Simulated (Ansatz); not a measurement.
A nudged elastic band was laid between two geometries of C3H5N (9 atoms, charge 0, multiplicity 1).

Computed with RKS B3LYP-D4/def2-SVP (Ansatz 0.2.0).

- movable images: 4
- climbing image: no
- spring: 5.0 eV/Å²
- optimiser: quadratic models (default)
- start path: IDPP
- force threshold: 0.05 eV/Å
- iteration limit: 60
- end points: relaxed

Initial state:

```xyz
9
Properties=species:S:1:pos:R:3
C -0.401 0.829 -0.443
C -0.105 -0.327 0.524
C 1.000 -1.178 0.077
N 1.878 -1.836 -0.296
H -0.680 0.452 -1.438
H -1.233 1.437 -0.058
H 0.477 1.482 -0.560
H -0.996 -0.964 0.652
H 0.147 0.059 1.526
```

Final state:

```xyz
9
Properties=species:S:1:pos:R:3
C -0.441 0.759 -0.523
C -0.198 -0.488 0.339
C 1.224 -0.793 0.517
N 2.354 -1.014 0.644
H -1.521 0.946 -0.617
H 0.025 1.648 -0.074
H -0.025 0.629 -1.533
H -0.683 -1.372 -0.109
H -0.646 -0.362 1.339
```

(1) What changes between the two ends?

(2) Give the energies along the band, and the barrier.

(3) What is the geometry of the highest image?

Results:

(1) No bond is made or broken. The dihedral H7–C1–C2–C3 goes from -60 to 61°. The two ends are copies of one structure, up to a mirror image or an exchange of like atoms.

(2) It converged. The highest image is number 2 of 0 to 5, 0.122 eV above the ends, which have the same energy within 2 meV. No image climbed, so the highest image needn't sit at the top of the path.

```
image  path coordinate (Å)  energy (eV)  dihedral H7–C1–C2–C3 (°)
    0                 0.00        0.000                       -60
    1                 0.63        0.047                       -36
    2                 1.25        0.122                       -12
    3                 1.88        0.120                        13
    4                 2.51        0.045                        37
    5                 3.14        0.000                        61
```

(3) 
```xyz
9
Properties=species:S:1:pos:R:3:forces:R:3
C -0.437 0.790 -0.499 0.00 0.00 0.00
C -0.172 -0.410 0.443 0.00 0.00 0.01
C 1.170 -0.981 0.303 -0.01 -0.01 -0.03
N 2.241 -1.406 0.183 -0.01 -0.01 -0.01
H -1.134 0.517 -1.304 0.02 -0.02 -0.02
H -0.876 1.631 0.056 -0.04 -0.01 0.00
H 0.491 1.147 -0.968 0.01 0.02 0.03
H -0.901 -1.218 0.270 -0.01 0.01 0.02
H -0.293 -0.117 1.499 0.02 0.01 0.01
```

The run took 43 s on 1 thread of Arm Neoverse V2, with other jobs on the host, peak memory 0.15 GiB.
